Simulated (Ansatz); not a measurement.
The first iterations of a band of BH$_{4}$N (6 atoms, charge 0, multiplicity 1).

These are results of RKS PBE0-D4/def2-SVPD in Ansatz, not measurements.

| Item | Value |
| --- | --- |
| movable images | 5 |
| climbing image | yes |
| spring | 5.0 eV/Å² |
| optimiser | quadratic models (default) |
| start path | through a guess of the saddle point |
| force threshold | 0.2 eV/Å |
| iteration limit | 60 |
| end points | relaxed |

Initial state:

```xyz
6
Properties=species:S:1:pos:R:3
B 0.435 0.015 0.113
N 0.724 -0.016 1.471
H 0.019 -0.136 2.183
H 1.660 0.079 1.839
H 1.337 0.163 -0.674
H -0.712 -0.106 -0.244
```

Final state:

```xyz
6
Properties=species:S:1:pos:R:3
B 0.026 0.207 -0.340
N 0.954 -0.126 0.976
H 0.557 -0.733 1.707
H 1.118 0.796 1.399
H 1.865 -0.486 0.703
H -1.058 0.341 0.243
```

| iteration | highest image above the first end (eV) | largest band force component (eV/Å) |
| --- | --- | --- |
| 1 | 7.083 | 9.246 |
| 2 | 5.313 | 6.273 |
| 3 | 4.730 | 5.899 |

Question: Does the band converge within its limit, and where does its top end?

Answer: The run converged. It ended after 11 iterations with the highest image 4.837 eV above the first end. The threshold of 0.2 eV/Å is loose, so the images may lie well off the minimum-energy path. The profile has 2 maxima (images 3, 5) with wells between them (image 4): this band takes more than one step, which may be the mechanism or a detour left from its start path. Neighbouring images differ by up to 2.2 eV, so the band resolves the path poorly. Another band between the same ends (5 images) ends at a top of the same energy, where a vibrational analysis finds 1 clearly imaginary mode. The orbitals stay closed-shell, which can raise the energy where a bond breaks towards radicals; this wasn't checked here.

Run time: 54 s on 1 thread of Arm Neoverse V2, on a shared host, peak memory 0.12 GiB.
